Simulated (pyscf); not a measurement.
PySCF, gas phase, ωB97X-D3(BJ)/def2-SVP geometries.

For the elementary gas-phase step F–Ge(F)(F)–F (SMILES [F][Ge]([F])([F])[F]) + H₂O (SMILES O) → HF (SMILES F) + HO–Ge(F)(F)–F (SMILES [OH][Ge]([F])([F])[F]) (singlet surface; F–Ge, H–O broken, F–H, Ge–O formed), what barrier and reaction energy does ωB97M-D3(BJ)/def2-TZVP give, measured from the separated reactants?

ΔE‡ = 11.4 kcal/mol, ΔE = +3.5 kcal/mol. Zero-point energy shifts the barrier by +0.2 kcal/mol. It is a four-centre exchange, with an imaginary mode of 810i cm⁻¹. On the reactant side the descent ends in an adduct with a Ge–O contact, 10.4 kcal/mol under the separated species and 21.5 kcal/mol under the saddle at ωB97X-D3(BJ)/def2-TZVP. On the product side the descent ends in a complex, 4.4 kcal/mol under the separated species and 12.3 kcal/mol under the saddle at ωB97X-D3(BJ)/def2-TZVP. What is counted as formed (Ge–O) is already present as a longer contact in the reactant adduct; forming that adduct is a step of its own. One saddle was located; it need not be the lowest between these sides. Elements up to Kr have no core potential and no relativistic terms here.
